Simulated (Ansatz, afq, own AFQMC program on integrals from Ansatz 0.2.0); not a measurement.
**AlH, triplet → AlH, singlet**

```xyz
2

Al    0.0000    0.0000    0.0000
H     0.0000    0.0000    1.6045
```

E(singlet, charge +0) − E(triplet, charge +0) at this geometry, on UHF and RHF determinants.

Basis cc-pVTZ. Only valence electrons are correlated. AFQMC by an in-house program on the Cholesky factors that Ansatz 0.2.0 writes for its CCSD(T) run. The CISD trial takes its coefficients from CCSD amplitudes. Released means that phaseless walkers are propagated on without the constraint, phases kept. Uncertainties: one standard error, sampling alone. The errors of all members are added in quadrature.

Full CI on the same integrals is exact in this basis and with this determinant's frozen core.

The best estimate is CCSD(T) at the basis-set limit (CBS: def2-TZVPP and def2-QZVPP, with their diffuse functions for anions and beside diffuse sets, CCSD(T) itself extrapolated) plus the step from CCSD(T) to full CI in cc-pVTZ. Rows without CBS are in cc-pVTZ; B2PLYP and the wave-function rows carry a basis error of their own. Core correlation and relativity beyond core potentials are missing, and ± holds the sampling alone.

Cautions: AlH (triplet): another spin lies lower; AlH (singlet): restricted determinant unstable towards unrestricted (UHF 17 meV lower, ⟨S²⟩ 0.19), the ph-AFQMC/CISD walk drifts between its halves (2.4 errors).

| level | vertical spin gap (kJ/mol) |
| --- | --- |
| PBE | -160.2 |
| r2SCAN | -141.4 |
| HF | -111.3 |

(1) From these cheaper values, estimate the vertical spin gap at the level of the best estimate.

(1) -180.2 kJ/mol (best estimate, highest rung FCI).

```
         level  vertical spin gap (kJ/mol)  error against the best estimate (kJ/mol)
           MP2                      -164.3                                      16.0
          CCSD                      -180.0                                       0.2
       CCSD(T)                      -179.9                                       0.3
         CCSDT                      -179.4                                       0.9
      CCSDT(Q)                      -179.4                                       0.8
 ph-AFQMC/CISD                -179.7 ± 0.1                                 0.6 ± 0.1
released AFQMC                -179.3 ± 0.1                                 0.9 ± 0.1
           FCI                      -179.5                                       0.8
        HF/CBS                      -110.0                                      70.2
       MP2/CBS                      -169.0                                      11.2
   CCSD(T)/CBS                      -180.7                                      -0.4
          PBE0                      -158.0                                      22.2
         B3LYP                      -180.6                                      -0.3
       wB97M-V                      -201.2                                     -21.0
        B2PLYP                      -179.6                                       0.7
```

Correlation beyond CCSD(T) adds 0.4 kJ/mol. Going to the basis-set limit takes off 0.8 kJ/mol at CCSD(T). The perturbative (T) step is worth +0.1 kJ/mol. The functionals spread over 59.8 kJ/mol; B3LYP and B2PLYP come nearest and r2SCAN is 38.8 kJ/mol too high.

Best estimates are given only where the step beyond CCSD(T) is under 0.3 eV and no member's determinant is very poor (T1 over 0.05, or 0.07 for open shells, ⟨S²⟩ too high by 0.3, two states mixed), so the hardest cases are missing from such tables.

The functionals ran in a triple-zeta set and keep a basis error of their own, a few kJ/mol for each bond in atomization energies and more for double hybrids, so close places among them and the extrapolated levels can swap.

CCSDT and higher add their correlation energy to the determinant of the CCSD(T) run, since their own runs factorise the integrals more tightly (a shift of under 2 meV). Each member of a difference takes its own highest rung, so a best estimate needn't equal the limit plus the step of one row. A walk keeps the symmetry of its determinant, which the program's search chose and which needn't be the lowest solution, so a lower state of the same spin and another symmetry isn't excluded. Released energies are given only where the last usable release times agree within the noise; a slower fall can still hide under it.
